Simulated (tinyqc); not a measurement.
CCD on RHF in the sto-3g basis, for HF, spin multiplicity 1, step by step. One step of it, computed by the program tinyqc.

Problem. Orthogonalisation. S = U s U^T; symmetric (Loewdin) form X = U s^(-1/2) U^T, so that X^T S X = 1.

overlap S, order 1F 1s, 1F 2s, 1F 2px, 1F 2py, 1F 2pz, 2H 1s:
```
[[1.000000, 0.237990, 0.000000, 0.000000, 0.000000, 0.026019],
 [0.237990, 1.000000, 0.000000, 0.000000, 0.000000, 0.290353],
 [0.000000, 0.000000, 1.000000, 0.000000, 0.000000, 0.000000],
 [0.000000, 0.000000, 0.000000, 1.000000, 0.000000, 0.000000],
 [0.000000, 0.000000, 0.000000, 0.000000, 1.000000, 0.251257],
 [0.026019, 0.290353, 0.000000, 0.000000, 0.251257, 1.000000]]
```

Give: eigenvalues of S; X.

Solution.

eigenvalues of S: [0.581, 0.850, 1.000, 1.000, 1.129, 1.441]

X, order 1F 1s, 1F 2s, 1F 2px, 1F 2py, 1F 2pz, 2H 1s:
```
[[1.023, -0.128, 0.000, 0.000, -0.004, 0.015],
 [-0.128, 1.060, 0.000, 0.000, 0.032, -0.164],
 [0.000, 0.000, 1.000, 0.000, 0.000, 0.000],
 [0.000, 0.000, 0.000, 1.000, 0.000, 0.000],
 [-0.004, 0.032, 0.000, 0.000, 1.027, -0.139],
 [0.015, -0.164, 0.000, 0.000, -0.139, 1.063]]
```
